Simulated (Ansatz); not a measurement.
Ansatz results at the PBE0-D4/def2-TZVP geometry: zero-point energy (PBE0-D4/def2-TZVP) 147.1 kJ/mol; LUMO energy (B3LYP/def2-TZVPP) -0.06 eV; size of the dipole moment (B3LYP/def2-TZVPP) 1.49 D.

Each molecule was computed in one conformer, which needn't be the lowest.

Problem. Which molecule gave them?
A. `C#CSC`
B. `C#CCS`
C. `CNCOC`
D. `COCC#N`

Solution. B. The others give `COCC#N`: 208.0, -0.22, 3.23; `CNCOC`: 331.5, 0.71, 1.41; `C#CSC`: 150.4, -0.43, 1.58.

B3LYP here is the variant with VWN-RPA as its local correlation; programs differ in this.
